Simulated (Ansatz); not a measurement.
fcc Au, treated with PBEsol in Ansatz (PAW).

Settings: plane-wave cutoff 520 eV, 18×18×18 k mesh, Fermi–Dirac smearing 0.1 eV, perturbation theory, force constants from a 6×6×6 q mesh, scalar-relativistic PAW data made under PBE.

Computed at the level's own relaxed cell. Harmonic vibrational thermodynamics at fixed volume:

```json
[
 {"T (K)": "0", "S_vib (J/K per mol of atoms)": "0.00", "C_V (J/K per mol of atoms)": "0.00", "F_vib (eV/atom)": "0.0166"},
 {"T (K)": "100", "S_vib (J/K per mol of atoms)": "22.55", "C_V (J/K per mol of atoms)": "21.50", "F_vib (eV/atom)": "0.0064"},
 {"T (K)": "200", "S_vib (J/K per mol of atoms)": "38.48", "C_V (J/K per mol of atoms)": "23.99", "F_vib (eV/atom)": "-0.0260"},
 {"T (K)": "400", "S_vib (J/K per mol of atoms)": "55.41", "C_V (J/K per mol of atoms)": "24.70", "F_vib (eV/atom)": "-0.1253"},
 {"T (K)": "500", "S_vib (J/K per mol of atoms)": "60.93", "C_V (J/K per mol of atoms)": "24.79", "F_vib (eV/atom)": "-0.1857"},
 {"T (K)": "600", "S_vib (J/K per mol of atoms)": "65.45", "C_V (J/K per mol of atoms)": "24.83", "F_vib (eV/atom)": "-0.2512"},
 {"T (K)": "700", "S_vib (J/K per mol of atoms)": "69.28", "C_V (J/K per mol of atoms)": "24.86", "F_vib (eV/atom)": "-0.3211"}
]
```

The crystal is taken as a harmonic solid at every temperature: melting, phase changes and thermal expansion are not seen, nor the electrons' share in a metal.

Ansatz is a program for electronic structure.
